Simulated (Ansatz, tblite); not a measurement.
Cost and result up the ladder for BH2Et (C2H7B) (10 atoms). Total charge 0; singlet. Geometry: PBE-D4/def2-TZVP.

```xyz
10

B     0.0709    0.0717   -1.3790
H    -0.5446    0.9780   -1.8822
H     1.1328   -0.2347   -1.8606
C    -0.4224   -0.5850   -0.0581
C     0.2165    0.3185    1.0398
H    -0.0680   -1.6163    0.0889
H    -1.5153   -0.5684    0.0697
H    -0.0552   -0.0489    2.0398
H     1.3150    0.3250    0.9771
H    -0.1296    1.3601    0.9644
```

Ansatz on 4 threads of Intel Xeon on a shared host; xTB runs through tblite on one thread. Times are rough, summed over both states, and most runs start from the orbitals of an earlier one. PBE0-D4/def2-TZVP serves as the yardstick here, not as an exact answer. The other state is a doublet.

The xTB rows come from tblite.

Run but left out: PBE-D4/def2-TZVP (charge +1 doublet: an occupied level 0.14 eV above an empty one).

Raw xTB energies of ions are shifted by several eV.

| level | functions | wall time |
| --- | --- | --- |
| GFN2-xTB | 19 | 0.013 s |
| GFN1-xTB | 26 | 0.022 s |
| PBE0-D4/def2-TZVP | 135 | 6.5 s |
| r2SCAN-D4/def2-TZVP | 135 | 9.6 s |

Problem. Estimate what each level gives for the vertical IE (eV).

Solution. 
| level | vertical IE (eV) | difference from PBE0-D4/def2-TZVP (eV) |
| --- | --- | --- |
| GFN2-xTB | 14.31 | 3.20 |
| GFN1-xTB | 15.57 | 4.46 |
| PBE0-D4/def2-TZVP | 11.12 | 0.00 |
| r2SCAN-D4/def2-TZVP | 10.95 | -0.16 |
